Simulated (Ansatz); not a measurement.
Input for Ansatz (development build ahead of 0.2.0):

```yaml
crystal:
  periodic: [false, false, false]
  atoms:
    - { symbol: S, position_ang: [0.0, 0.0, -0.07327] }
    - { symbol: H, position_ang: [0.0, 0.0, 1.17239] }
basis:
  gaussian: { orbitals: cc-pVTZ }
magnetization:
  spin_polarized: true
  initial_magnetization: 1
hamiltonian:
  xc: hf
correlation:
  method: mp2
  frozen_orbitals: { H: 0, S: 5 }
```

The input is written out in the form of the current development build from the run's settings.

The run gave:

```yaml
Converged: yes
Reference_energy: -398.10031 hartree
Correlation_energy: -0.15085 hartree
Total_energy: -398.25116 hartree
Spin_squared_of_the_determinant: 0.763
```
